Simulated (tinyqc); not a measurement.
CCSD on RHF in the sto-6g basis, frozen core, for HF, spin multiplicity 1, step by step. Computed by tinyqc, a small Python program that keeps every step (integrals from PySCF). Settings: charge = 0, multiplicity = 1, basis = sto-6g, method = RHF, frozen orbitals = 1, energy threshold = 1e-10, iteration cap = 73, orthogonalisation = symmetric, start = core, DIIS depth = 6, amplitude equations = CCSD, DIIS depth for amplitudes = 4, cap on updates = 72. Command: `OMP_NUM_THREADS=1 python tinyqc.py 23621 23622 out.jsonl` (the two numbers bound the seeds that draw the settings). One thread of a shared host (Intel(R) Xeon(R) Processor @ 2.60GHz), about 0.2 s of CPU time with the checks. The early iterations of the SCF are left out here.

## One-electron integrals

Geometry (angstrom):

| atom | x | y | z |
|---|---|---|---|
| F | 0.00000 | 0.00000 | 0.00000 |
| H | 0.00000 | 0.00000 | 0.79500 |

Basis sto-6g: exponents (1/bohr^2) and contraction coefficients of normalised primitives:

| element | l (shell) | exponent | coefficient |
|---|---|---|---|
| F | s (1) | 1728.62657 | 0.00916 |
| F | s (1) | 316.94179 | 0.04936 |
| F | s (1) | 88.66889 | 0.16854 |
| F | s (1) | 30.46016 | 0.37056 |
| F | s (1) | 11.82857 | 0.41649 |
| F | s (1) | 4.87166 | 0.13033 |
| F | s (2) | 67.03228 | -0.01325 |
| F | s (2) | 13.26744 | -0.04699 |
| F | s (2) | 4.12351 | -0.03379 |
| F | s (2) | 1.58646 | 0.25024 |
| F | s (2) | 0.68900 | 0.59512 |
| F | s (2) | 0.31582 | 0.24071 |
| F | p (3) | 67.03228 | 0.00376 |
| F | p (3) | 13.26744 | 0.03768 |
| F | p (3) | 4.12351 | 0.17390 |
| F | p (3) | 1.58646 | 0.41804 |
| F | p (3) | 0.68900 | 0.42586 |
| F | p (3) | 0.31582 | 0.10171 |
| H | s (1) | 35.52322 | 0.00916 |
| H | s (1) | 6.51314 | 0.04936 |
| H | s (1) | 1.82214 | 0.16854 |
| H | s (1) | 0.62596 | 0.37056 |
| H | s (1) | 0.24308 | 0.41649 |
| H | s (1) | 0.10011 | 0.13033 |

Overlap, kinetic and nuclear-attraction integrals over the contracted functions; the nuclear repulsion is the sum of Za Zb / Rab.

nuclear repulsion = 5.9906854 hartree

overlap S, lower triangle:
```
          1F 1s    1F 2s   1F 2px   1F 2py   1F 2pz    2H 1s
1F 1s   1.00000
1F 2s   0.23248  1.00000
1F 2px  0.00000  0.00000  1.00000
1F 2py  0.00000  0.00000  0.00000  1.00000
1F 2pz  0.00000  0.00000  0.00000  0.00000  1.00000
2H 1s   0.06696  0.53695  0.00000  0.00000  0.38671  1.00000
```

kinetic energy T (hartree), lower triangle:
```
           1F 1s    1F 2s   1F 2px   1F 2py   1F 2pz    2H 1s
1F 1s   37.39773
1F 2s   -1.14335  1.08230
1F 2px   0.00000  0.00000  3.25133
1F 2py   0.00000  0.00000  0.00000  3.25133
1F 2pz   0.00000  0.00000  0.00000  0.00000  3.25133
2H 1s    0.00614  0.20435  0.00000  0.00000  0.38120  0.76852
```

nuclear attraction V (hartree), lower triangle:
```
            1F 1s      1F 2s     1F 2px     1F 2py     1F 2pz     2H 1s
1F 1s   -78.48808
1F 2s    -8.02046  -12.12849
1F 2px    0.00000    0.00000  -12.07403
1F 2py    0.00000    0.00000    0.00000  -12.07403
1F 2pz   -0.02119   -0.22818    0.00000    0.00000  -12.23588
2H 1s    -2.66336   -5.24389    0.00000    0.00000   -3.43872  -6.81698
```

core Hamiltonian H = T + V (hartree), lower triangle:
```
            1F 1s      1F 2s    1F 2px    1F 2py    1F 2pz     2H 1s
1F 1s   -41.09035
1F 2s    -9.16380  -11.04619
1F 2px    0.00000    0.00000  -8.82270
1F 2py    0.00000    0.00000   0.00000  -8.82270
1F 2pz   -0.02119   -0.22818   0.00000   0.00000  -8.98456
2H 1s    -2.65722   -5.03955   0.00000   0.00000  -3.05752  -6.04846
```

## Two-electron integrals

Functions are numbered as in S; the eight-fold symmetry (ij|kl) = (ji|kl) = (kl|ij) leaves the list below.

Two-electron integrals (ij|kl) in chemists' order, unique and non-zero (hartree):
```
(11|11) 5.40624   (21|11) 0.76813   (21|21) 0.13891   (22|11) 1.26627
(22|21) 0.28399   (22|22) 0.92637   (31|31) 0.02945   (32|31) 0.04468
(32|32) 0.20475   (33|11) 1.26627   (33|21) 0.28399   (33|22) 0.92637
(33|33) 0.99808   (41|41) 0.02945   (42|41) 0.04468   (42|42) 0.20475
(43|43) 0.05379   (44|11) 1.26627   (44|21) 0.28399   (44|22) 0.92637
(44|33) 0.89051   (44|44) 0.99808   (51|51) 0.02945   (52|51) 0.04468
(52|52) 0.20475   (53|53) 0.05379   (54|54) 0.05379   (55|11) 1.26627
(55|21) 0.28399   (55|22) 0.92637   (55|33) 0.89051   (55|44) 0.89051
(55|55) 0.99808   (61|11) 0.23681   (61|21) 0.04100   (61|22) 0.08182
(61|33) 0.08168   (61|44) 0.08168   (61|51) 0.00176   (61|52) 0.00342
(61|55) 0.08212   (61|61) 0.01231   (62|11) 0.52428   (62|21) 0.11899
(62|22) 0.42413   (62|33) 0.41860   (62|44) 0.41860   (62|51) 0.00842
(62|52) 0.05949   (62|55) 0.43518   (62|61) 0.03501   (62|62) 0.22680
(63|31) 0.01414   (63|32) 0.07764   (63|53) 0.01281   (63|63) 0.03587
(64|41) 0.01414   (64|42) 0.07764   (64|54) 0.01281   (64|64) 0.03587
(65|11) 0.32089   (65|21) 0.07394   (65|22) 0.28159   (65|33) 0.26904
(65|44) 0.26904   (65|51) 0.01901   (65|52) 0.11695   (65|55) 0.30668
(65|61) 0.02288   (65|62) 0.18471   (65|65) 0.18621   (66|11) 0.61847
(66|21) 0.14289   (66|22) 0.57726   (66|33) 0.55716   (66|44) 0.55716
(66|51) 0.01471   (66|52) 0.13763   (66|55) 0.61745   (66|61) 0.04250
(66|62) 0.36961   (66|65) 0.34989   (66|66) 0.77500
```

## Orthogonalisation

S = U s U^T; symmetric (Loewdin) form X = U s^(-1/2) U^T, so that X^T S X = 1.

eigenvalues of S: 0.32638  0.85061  1.00000  1.00000  1.11314  1.70986

X, lower triangle:
```
           1F 1s     1F 2s   1F 2px   1F 2py    1F 2pz    2H 1s
1F 1s    1.02241
1F 2s   -0.13358   1.19041
1F 2px   0.00000   0.00000  1.00000
1F 2py   0.00000   0.00000  0.00000  1.00000
1F 2pz  -0.00933   0.11983  0.00000  0.00000   1.08482
2H 1s    0.02417  -0.38949  0.00000  0.00000  -0.27647  1.24959
```

## Starting guess

The start is the orbitals of the core Hamiltonian; D = 2 C_occ C_occ^T.

D at the start, lower triangle:
```
           1F 1s     1F 2s   1F 2px   1F 2py    1F 2pz    2H 1s
1F 1s    2.12463
1F 2s   -0.56915   2.59008
1F 2px   0.00000   0.00000  2.00000
1F 2py   0.00000   0.00000  0.00000  2.00000
1F 2pz  -0.05768   0.37941  0.00000  0.00000   2.29478
2H 1s    0.11746  -0.53123  0.00000  0.00000  -0.48014  0.18126
```

## Iteration 7 (converged): orbitals

converged F (hartree), lower triangle:
```
            1F 1s     1F 2s    1F 2px    1F 2py    1F 2pz     2H 1s
1F 1s   -26.22474
1F 2s    -6.37054  -2.94646
1F 2px    0.00000   0.00000  -0.48075
1F 2py    0.00000   0.00000   0.00000  -0.48075
1F 2pz   -0.02941  -0.15752   0.00000   0.00000  -0.47372
2H 1s    -1.84555  -1.40191   0.00000   0.00000  -0.64332  -0.81346
```

Diagonalise F' = X^T F X, C = X C', fill 5 alpha and 5 beta electrons from the bottom; D = 2 C_occ C_occ^T. Each column has its largest component positive (the first on a tie).

F' = X^T F X (hartree), lower triangle:
```
           1         2         3         4         5        6
1  -25.80789
2   -3.18472  -1.62346
3    0.00000   0.00000  -0.48075
4    0.00000   0.00000   0.00000  -0.48075
5   -0.04274   0.11427   0.00000   0.00000  -0.22112
6   -0.36770  -0.73252   0.00000   0.00000  -0.65241  0.01534
```

orbital energies (hartree): MO1 -26.22832, MO2 -1.53367, MO3 -0.62920, MO4 -0.48075, MO5 -0.48075, MO6 0.75407

coefficients C:
```
             MO1       MO2       MO3       MO4      MO5       MO6
1F 1s    0.99692  -0.23226   0.08818   0.00000  0.00000   0.09086
1F 2s    0.01429   0.90291  -0.50293   0.00000  0.00000  -0.72979
1F 2px   0.00000   0.00000   0.00000   0.99986  0.01670   0.00000
1F 2py   0.00000   0.00000   0.00000  -0.01670  0.99986   0.00000
1F 2pz   0.00297   0.13591   0.72265   0.00000  0.00000  -0.85265
2H 1s   -0.00474   0.17254   0.47246   0.00000  0.00000   1.23984
```

D after iteration 7, lower triangle:
```
           1F 1s     1F 2s   1F 2px   1F 2py   1F 2pz    2H 1s
1F 1s    2.11116
1F 2s   -0.47963   2.13678
1F 2px   0.00000   0.00000  2.00000
1F 2py   0.00000   0.00000  0.00000  2.00000
1F 2pz   0.07024  -0.48137  0.00000  0.00000  1.08141
2H 1s   -0.00627  -0.16379  0.00000  0.00000  0.72972  0.50602
```

Within a degenerate level the vectors are fixed only up to a rotation; this is one choice.

## Convergence

Stop when the energy changes by less than 1e-10 hartree and every element of the error matrix X^T (F D S - S D F) X is below 3e-06.

Course of the cycle:

| iteration | E (hartree) | change | largest element of the error matrix |
|---|---|---|---|
| 1 | -98.6587443 | - | 8.84e-01 |
| 2 | -99.4377470 | -7.79e-01 | 2.04e-01 |
| 3 | -99.4568903 | -1.91e-02 | 8.95e-03 |
| 4 | -99.4569291 | -3.88e-05 | 6.34e-04 |
| 5 | -99.4569295 | -4.08e-07 | 2.66e-05 |
| 6 | -99.4569295 | -2.98e-10 | 1.05e-07 |
| 7 | -99.4569295 | -5.68e-14 | 1.39e-11 |

PySCF RHF in the same basis = -99.4569295 hartree

Converged in 7 iterations.

## Populations, bond orders and dipole

Mulliken: Z minus the diagonal of D S on the atom; Loewdin: the same with S^(1/2) D S^(1/2); Mayer order: 2 sum_s sum (D(s) S)_ij (D(s) S)_ji over the two atoms.

Charges (e):

| atom | Mulliken | Loewdin |
|---|---|---|
| 1F | -0.30016 | -0.20186 |
| 2H | 0.30016 | 0.20186 |

Mayer bond orders:

| pair | order |
|---|---|
| 2-1 | 0.90990 |

dipole moment about the origin, x y z (debye): 0.00000  0.00000  1.43862

## Integrals over molecular orbitals

(pq|rs) = sum C_ip C_jq C_kr C_ls (ij|kl), one index at a time.

one-electron integrals over orbitals h = C^T H C (hartree), lower triangle:
```
           1         2         3         4         5         6
1  -41.07577
2    0.70057  -9.27982
3   -0.26324   0.51325  -8.09392
4    0.00000   0.00000   0.00000  -8.82270
5    0.00000   0.00000   0.00000   0.00000  -8.82270
6   -0.28572   1.43308   1.60828   0.00000   0.00000  -6.13172
```

Two-electron integrals over orbitals (pq|rs), unique and non-zero (hartree); the lowest 1 orbital is frozen and left out:
```
(22|22) 0.86786    (32|22) 0.01054    (32|32) 0.15720    (33|22) 0.78120
(33|32) -0.07175   (33|33) 0.83733    (42|42) 0.17549    (43|42) -0.04913
(43|43) 0.05718    (44|22) 0.87395    (44|32) -0.07259   (44|33) 0.79997
(44|44) 0.99808    (52|52) 0.17549    (53|52) -0.04913   (53|53) 0.05718
(54|54) 0.05379    (55|22) 0.87395    (55|32) -0.07259   (55|33) 0.79997
(55|44) 0.89051    (55|55) 0.99808    (62|22) -0.14926   (62|32) -0.02608
(62|33) -0.05891   (62|44) -0.15030   (62|55) -0.15030   (62|62) 0.10406
(63|22) -0.12369   (63|32) 0.08758    (63|33) -0.13825   (63|44) -0.16367
(63|55) -0.16367   (63|62) 0.06347    (63|63) 0.14102    (64|42) -0.04930
(64|43) -0.00837   (64|64) 0.03320    (65|52) -0.04930   (65|53) -0.00837
(65|65) 0.03320    (66|22) 0.70802    (66|32) 0.08227    (66|33) 0.66844
(66|44) 0.66209    (66|55) 0.66209    (66|62) -0.07218   (66|63) -0.00659
(66|66) 0.72469
```

## CCSD: starting amplitudes

t_ij^ab = <ij||ab> / (e_i + e_j - e_a - e_b), whose energy is MP2.

Starting amplitudes (spin orbitals 1a, 1b, ...; amplitudes related by a flip of all spins are not repeated):

| from | to | t |
|---|---|---|
| 3a 3b | 6a 6b | -0.05097 |
| 2a 2b | 6a 6b | -0.02274 |
| 2a 3b | 6a 6b | -0.01729 |
| 5a 5b | 6a 6b | -0.01344 |
| 4a 4b | 6a 6b | -0.01344 |

correlation energy = -0.0126423 hartree

## CCSD: amplitude update 1

t_i^a D_i^a and t_ij^ab D_ij^ab are set to the remaining terms of the spin-orbital equations, evaluated with the old amplitudes; for the doubles these are <ij||ab> + 1/2 <ab||ef> t_ij^ef + 1/2 <mn||ij> t_mn^ab + P(ij)P(ab) <mb||ej> t_im^ae + terms in t^2 + terms with t1, D the orbital-energy denominators.

Amplitudes after update 1 (spin orbitals 1a, 1b, ...; amplitudes related by a flip of all spins are not repeated):

| from | to | t |
|---|---|---|
| 3a 3b | 6a 6b | -0.06634 |
| 2a 2b | 6a 6b | -0.02571 |
| 2a 3b | 6a 6b | -0.02453 |
| 5a 5b | 6a 6b | -0.01565 |
| 4a 4b | 6a 6b | -0.01565 |
| 3a | 6a | 0.00418 |
| 2a | 6a | 0.00048 |

correlation energy = -0.0161806 hartree

## CCSD: amplitude update 2

As before.

Amplitudes after update 2 (spin orbitals 1a, 1b, ...; amplitudes related by a flip of all spins are not repeated):

| from | to | t |
|---|---|---|
| 3a 3b | 6a 6b | -0.07183 |
| 2a 3b | 6a 6b | -0.02691 |
| 2a 2b | 6a 6b | -0.02600 |
| 5a 5b | 6a 6b | -0.01611 |
| 4a 4b | 6a 6b | -0.01611 |
| 3a | 6a | 0.00630 |
| 2a | 6a | 0.00056 |

correlation energy = -0.0173138 hartree

## CCSD: amplitude update 3

t_i^a D_i^a and t_ij^ab D_ij^ab are set to the remaining terms of the spin-orbital equations, evaluated with the old amplitudes; for the doubles these are <ij||ab> + 1/2 <ab||ef> t_ij^ef + 1/2 <mn||ij> t_mn^ab + P(ij)P(ab) <mb||ej> t_im^ae + terms in t^2 + terms with t1, D the orbital-energy denominators. DIIS then mixes the stored amplitudes.

DIIS coefficients: -0.55592  1.55592

Amplitudes after update 3 (spin orbitals 1a, 1b, ...; amplitudes related by a flip of all spins are not repeated):

| from | to | t |
|---|---|---|
| 3a 3b | 6a 6b | -0.07502 |
| 2a 3b | 6a 6b | -0.02807 |
| 2a 2b | 6a 6b | -0.02594 |
| 5a 5b | 6a 6b | -0.01627 |
| 4a 4b | 6a 6b | -0.01627 |
| 3a | 6a | 0.00773 |
| 2a | 6a | 0.00047 |

correlation energy = -0.0179137 hartree

## CCSD: convergence

E_corr = 1/4 sum <ij||ab> t_ij^ab + 1/2 sum <ij||ab> t_i^a t_j^b; stop when the norm of the change is below 1e-8.

Course of the amplitude iterations:

| update | correlation energy (hartree) | norm of the change |
|---|---|---|
| 0 | -0.0126423 | - |
| 1 | -0.0161806 | 3.84e-02 |
| 2 | -0.0173138 | 1.33e-02 |
| 3 | -0.0179137 | 4.81e-03 |
| 4 | -0.0179117 | 2.86e-04 |
| 5 | -0.0179119 | 1.66e-05 |
| 6 | -0.0179119 | 3.13e-06 |
| 7 | -0.0179119 | 6.66e-07 |
| 8 | -0.0179119 | 2.61e-08 |
| 9 | -0.0179119 | 3.76e-09 |

Converged amplitudes (spin orbitals 1a, 1b, ...; amplitudes related by a flip of all spins are not repeated):

| from | to | t |
|---|---|---|
| 3a 3b | 6a 6b | -0.07515 |
| 2a 3b | 6a 6b | -0.02800 |
| 2a 2b | 6a 6b | -0.02586 |
| 5a 5b | 6a 6b | -0.01622 |
| 4a 4b | 6a 6b | -0.01622 |
| 3a | 6a | 0.00788 |
| 2a | 6a | 0.00037 |

CCSD total energy = -99.4748414 hartree

T1 diagnostic, norm of the one-spin t1 over sqrt(correlated electrons) = 0.00279

Converged in 9 updates, with DIIS from the third.
